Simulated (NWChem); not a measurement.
System: CH6Si; SMILES [SiH3]C

All runs: NWChem. All runs use the structure optimised with PBE0/def2-SVP. Ions are spin-unrestricted doublets at the neutral geometry; other ion states weren't tried.

**Question.** What does the run give for PBE/def2-SVP? Quantities: vertical ionisation energy, ΔSCF (eV); −ε(HOMO) (eV).

**Answer.** 
* **vertical ionisation energy, ΔSCF (eV)**: 11.23
* **−ε(HOMO) (eV)**: 7.86
